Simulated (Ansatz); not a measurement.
AlH₅SSi, SMILES `[AlH2][S][SiH3]`, relaxed with RKS PBE-D4/def2-SVP in Ansatz from a rough embedded geometry. The force threshold is 0.03 eV/Å; the program also tests the step.

Charge 0, multiplicity 1.

Start:

```xyz
8

Al    0.262   -0.269    1.703
S    -0.461   -1.535    0.046
Si   -0.215    0.056   -1.350
H     1.790   -0.190    2.066
H    -0.727    0.611    2.615
H    -0.669   -0.386   -2.684
H     1.141    0.494   -1.438
H    -1.122    1.219   -0.958
```

(1) By how much does the energy fall, and how many steps does the optimiser take? (An estimate is asked.)

(2) Which bonds change most? (Estimate.)

(3) Give the relaxed structure. (Estimate.)

## Answers

(1) Ansatz gave: 33.87 kJ/mol, in 19 steps.

(2) The calculation gave: Si3–H7 from 1.428 to 1.503 Å; S2–Si3 from 2.130 to 2.171 Å; Al1–H4 from 1.572 to 1.598 Å; Si3–H6 from 1.477 to 1.502 Å.

(3) The calculation gave: 
```xyz
8

Al    0.140   -0.175    1.898
S    -1.066   -0.954    0.227
Si   -0.175    0.075   -1.464
H     1.405    0.759    1.613
H    -0.357   -0.629    3.339
H    -0.639   -0.637   -2.703
H     1.326    0.054   -1.395
H    -0.634    1.506   -1.514
```
